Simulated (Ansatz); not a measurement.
**CH4N2S: how energies converge with the basis set**

An exercise on one series of results from a longer session: the logs are not shown, and one member is left open.

Computed with Ansatz 0.2.0, Gaussian basis. Level: one geometry, several basis sets.

Levels to be run: PBE0-D4/def2-SVP; ωB97M-V/def2-SVP; PBE0-D4/def2-QZVPP; ωB97M-V/def2-QZVPP; the functionals' def2-TZVPP values are taken from earlier runs.

### The geometry

All runs share one geometry, relaxed beforehand with PBE0-D4 in a triple-zeta def2 set.

SMILES `N=C(N)S`, 8 atoms, charge 0, spin multiplicity 1.

Atoms are counted from 1 here; the program's logs count them from 0.

Bond lengths: N1–C2 1.265 Å, N1–H5 1.014 Å, C2–N3 1.371 Å, C2–S4 1.787 Å, N3–H6 1.010 Å, N3–H7 1.006 Å, S4–H8 1.343 Å. Angles: C2–N1–H5 112.3°, N1–C2–N3 121.8°, N1–C2–S4 123.5°, N3–C2–S4 114.7°, C2–N3–H6 112.9°, C2–N3–H7 116.8°, H6–N3–H7 114.8°, C2–S4–H8 96.8°.

The first run:

Input file in.yaml:

```yaml
crystal:
  periodic: [false, false, false]
  atoms:
    - {symbol: N, position_ang: [-0.852949, 1.264359, -0.415787]}
    - {symbol: C, position_ang: [-0.218361, 0.203526, -0.147375]}
    - {symbol: N, position_ang: [0.928228, 0.218091, 0.603662]}
    - {symbol: S, position_ang: [-0.730503, -1.416818, -0.698660]}
    - {symbol: H, position_ang: [-1.741563, 1.077099, -0.866312]}
    - {symbol: H, position_ang: [1.264996, 1.151439, 0.789698]}
    - {symbol: H, position_ang: [1.641580, -0.446426, 0.355791]}
    - {symbol: H, position_ang: [-0.199327, -2.108371, 0.323084]}
basis:
  gaussian: {orbitals: def2-SVP}
hamiltonian: {xc: pbe0, dispersion: d4}
output: {orbitals: {seedname: orbitals}}
```

The run is started by

```
ansatz run in.yaml --threads 4 --pin off --events-out ev --progress --plain --max-ram 10444MiB
```

Steps of the session up to this table: PBE0-D4 in def2-SVP; ωB97M-V in def2-SVP; PBE0-D4 in def2-QZVPP; ωB97M-V in def2-QZVPP.

One table of the session follows, with a row left open; its other results are not shown here.

It belongs to the step «Density functionals: the series». 

```
functional       basis  HOMO (eV)  LUMO (eV)
   PBE0-D4    def2-SVP          ?          ?
   PBE0-D4  def2-TZVPP      -7.21      -0.03
   PBE0-D4  def2-QZVPP      -7.27      -0.19
   ωB97M-V    def2-SVP      -9.17       2.51
   ωB97M-V  def2-TZVPP      -9.44       1.87
   ωB97M-V  def2-QZVPP      -9.49       1.42
```

Estimate the missing values for PBE0-D4, def2-SVP.

As computed: HOMO (eV): -6.98; LUMO (eV): 0.44. In the column «HOMO (eV)» it is the highest.
